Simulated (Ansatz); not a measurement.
Relaxation of H$_{2}$S (3 atoms, charge 0, multiplicity 1), to a largest force component of 0.02 eV/Å in at most 40 steps.

Level of theory: RKS PBE0-D4/6-31G in Ansatz 0.2.0.

```xyz
3
Properties=species:S:1:pos:R:3:forces:R:3
S 0.489 -0.277 0.241 1.23 -0.70 0.61
H 0.098 0.987 0.161 -0.24 1.29 0.01
H -0.587 -0.710 -0.402 -1.00 -0.59 -0.62
```

Task: Where does it end, and by what steps?

Result: The run converged. Limits of this set-up: no polarisation functions. After 3 steps the energy has fallen by 0.063 eV; H3 moved furthest, 0.05 Å.

| step | energy less start (eV) | largest force component (eV/Å) | accepted |
| --- | --- | --- | --- |
| 0 | 0.0000 | 1.290 | yes |
| 1 | -0.0542 | 0.548 | yes |
| 2 | -0.0607 | 0.243 | yes |
| 3 | -0.0633 | 0.016 | yes |

```xyz
3
Properties=species:S:1:pos:R:3
S 0.497 -0.282 0.245
H 0.112 1.036 0.174
H -0.609 -0.754 -0.419
```

Whether the end is a true minimum wasn't checked by a vibrational analysis.

Run time: 1.4 s on 1 thread of Intel(R) Xeon(R) Platinum 8488C (Sapphire Rapids), with other jobs on the host, peak memory 0.091 GiB.
